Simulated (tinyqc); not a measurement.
Pariser-Parr-Pople SCF with singles CI, for the molecule O=CC=O (SMILES; centres numbered as the heavy atoms are written), step by step. Computed by tinyqc, a small Python program that keeps every step. Settings: charge = 0, gamma = Ohno, start = core, damping = 0, iteration cap = 79, excitations kept = 9. Command: `OMP_NUM_THREADS=1 python tinyqc.py 20162 20163 out.jsonl` (the two numbers bound the seeds that draw the settings). One thread of a shared host (Intel(R) Xeon(R) Processor @ 2.60GHz), about 0.02 s of CPU time with the checks. Later iterations appear only in the table of the cycle.

## PPP integrals

Centres (angstrom, eV; a flat drawing with bonds scaled to 1.40 angstrom):
```
centre         x         y  core charge z         W  gamma_rr
1O       1.84800  -0.12700              1  15.95000  15.05000
2C       0.55900   0.42100              1  11.59000   9.60000
3C      -0.55900  -0.42100              1  11.59000   9.60000
4O      -1.84800   0.12700              1  15.95000  15.05000
```

Resonance integrals (eV):
```
i  j      beta
1  2  -2.71000
2  3  -2.69000
3  4  -2.71000
```

Ohno: gamma = 14.399645/sqrt(R^2 + a^2), a = 2 x 14.399645/(gamma_rr + gamma_ss); H_rr = -W_r - sum_(s != r) z_s gamma_rs; H_rs = beta for bonds.

repulsion gamma_rs (eV), order 1O, 2C, 3C, 4O:
```
[[15.05000, 7.89473, 5.34971, 3.76336],
 [7.89473, 9.60000, 7.01898, 5.34971],
 [5.34971, 7.01898, 9.60000, 7.89473],
 [3.76336, 5.34971, 7.89473, 15.05000]]
```

core matrix H (eV), order 1O, 2C, 3C, 4O:
```
[[-32.95780, -2.71000, 0.00000, 0.00000],
 [-2.71000, -31.85342, -2.69000, 0.00000],
 [0.00000, -2.69000, -31.85342, -2.71000],
 [0.00000, 0.00000, -2.71000, -32.95780]]
```

## Starting guess

pi electrons, sum of z_r less the charge = 4

Orbitals of the core matrix H.

P at the start, order 1O, 2C, 3C, 4O:
```
[[1.14636, 0.88949, 0.07028, -0.42714],
 [0.88949, 0.85364, 0.42714, 0.07028],
 [0.07028, 0.42714, 0.85364, 0.88949],
 [-0.42714, 0.07028, 0.88949, 1.14636]]
```

## Iteration 1: Fock matrix

F_rr = H_rr + P_rr gamma_rr / 2 + sum_(s != r) P_ss gamma_rs; F_rs = H_rs - P_rs gamma_rs / 2; E = tr P (H + F) / 2 + core repulsion sum_(r<s) z_r z_s gamma_rs.

F (eV), order 1O, 2C, 3C, 4O:
```
[[-8.71129, -6.22114, -0.18800, 0.80374],
 [-6.22114, -6.58137, -4.18905, -0.18800],
 [-0.18800, -4.18905, -6.58137, -6.22114],
 [0.80374, -0.18800, -6.22114, -8.71129]]
```

pi energy = -62.50238 eV

## Iteration 1: orbitals and new P

Diagonalise F (the basis is taken as orthonormal) and form P = 2 sum c c over the lowest orbitals.

orbital energies (eV): [-15.90602, -12.95953, -2.77194, 1.05218]

P after iteration 1, order 1O, 2C, 3C, 4O:
```
[[1.14518, 0.91856, 0.05740, -0.36316],
 [0.91856, 0.85482, 0.36316, 0.05740],
 [0.05740, 0.36316, 0.85482, 0.91856],
 [-0.36316, 0.05740, 0.91856, 1.14518]]
```

## Iteration 2: Fock matrix

As before.

F (eV), order 1O, 2C, 3C, 4O:
```
[[-8.70899, -6.33588, -0.15353, 0.68334],
 [-6.33588, -6.58305, -3.96449, -0.15353],
 [-0.15353, -3.96449, -6.58305, -6.33588],
 [0.68334, -0.15353, -6.33588, -8.70899]]
```

pi energy = -62.60172 eV

## Iteration 2: orbitals and new P

As before.

orbital energies (eV): [-15.89737, -13.05473, -2.67581, 1.04384]

P after iteration 2, order 1O, 2C, 3C, 4O:
```
[[1.14486, 0.92933, 0.05231, -0.33560],
 [0.92933, 0.85514, 0.33560, 0.05231],
 [0.05231, 0.33560, 0.85514, 0.92933],
 [-0.33560, 0.05231, 0.92933, 1.14486]]
```

## Iteration 3: Fock matrix

As before.

F (eV), order 1O, 2C, 3C, 4O:
```
[[-8.70836, -6.37840, -0.13993, 0.63149],
 [-6.37840, -6.58351, -3.86778, -0.13993],
 [-0.13993, -3.86778, -6.58351, -6.37840],
 [0.63149, -0.13993, -6.37840, -8.70836]]
```

pi energy = -62.61923 eV

## Iteration 3: orbitals and new P

As before.

orbital energies (eV): [-15.88964, -13.09095, -2.63852, 1.03538]

P after iteration 3, order 1O, 2C, 3C, 4O:
```
[[1.14487, 0.93353, 0.05029, -0.32405],
 [0.93353, 0.85513, 0.32405, 0.05029],
 [0.05029, 0.32405, 0.85513, 0.93353],
 [-0.32405, 0.05029, 0.93353, 1.14487]]
```

## Convergence

Stop when output and input P, before any damping, agree to 1e-7.

Course of the cycle:
```
iteration       E (eV)  largest |P(out) - P(in)|
1          -62.5023784                  6.40e-02
2          -62.6017161                  2.76e-02
3          -62.6192340                  1.15e-02
4          -62.6222436                  4.79e-03
5          -62.6227556                  1.98e-03
6          -62.6228424                  8.14e-04
7          -62.6228571                  3.35e-04
8          -62.6228595                  1.38e-04
9          -62.6228600                  5.67e-05
10         -62.6228600                  2.33e-05
11         -62.6228601                  9.58e-06
12         -62.6228601                  3.94e-06
13         -62.6228601                  1.62e-06
14         -62.6228601                  6.66e-07
15         -62.6228601                  2.74e-07
16         -62.6228601                  1.13e-07
17         -62.6228601                  4.63e-08
```

Converged in 17 iterations.

## Converged orbitals

Charges are z - P_rr.

orbital energies (eV): [-15.88274, -13.11508, -2.61344, 1.02738]

coefficients, order 1O, 2C, 3C, 4O:
```
[[0.45527, 0.60434, 0.54104, -0.36711],
 [0.54104, 0.36711, -0.45527, 0.60434],
 [0.54104, -0.36711, -0.45527, -0.60434],
 [0.45527, -0.60434, 0.54104, 0.36711]]
```

pi charges: [-0.14501, 0.14501, 0.14501, -0.14501]

## Singles CI, singlets

Over the 4 single excitations with the smallest orbital gaps: A = (e_a - e_i) delta + 2 (ia|jb) - (ij|ab), with (pq|rs) = sum c_mp c_mq gamma_mn c_nr c_ns. f = 2/3 w |mu|^2 in atomic units, mu = sqrt2 sum c_ia sum_m c_mi c_ma R_m.

singlet CI matrix (eV), order 2>3, 1>3, 2>4, 1>4:
```
[[6.50255, 0.00000, 0.00000, 0.44317],
 [0.00000, 7.73236, 0.14684, 0.00000],
 [0.00000, 0.14684, 8.40067, 0.00000],
 [0.44317, 0.00000, 0.00000, 10.50746]]
```

singlet excitation energies (eV): [6.45410, 7.70152, 8.43151, 10.55591]

oscillator strengths: [1.30311, 0.00000, 0.00000, 0.19303]

## Singles CI, triplets

Over the 4 single excitations with the smallest orbital gaps: A = (e_a - e_i) delta - (ij|ab), with (pq|rs) = sum c_mp c_mq gamma_mn c_nr c_ns.

triplet CI matrix (eV), order 2>3, 1>3, 2>4, 1>4:
```
[[2.50011, 0.00000, 0.00000, 2.10185],
 [0.00000, 5.56180, 2.10185, 0.00000],
 [0.00000, 2.10185, 6.63980, 0.00000],
 [2.10185, 0.00000, 0.00000, 9.25521]]
```

triplet excitation energies (eV): [1.89952, 3.93094, 8.27066, 9.85580]
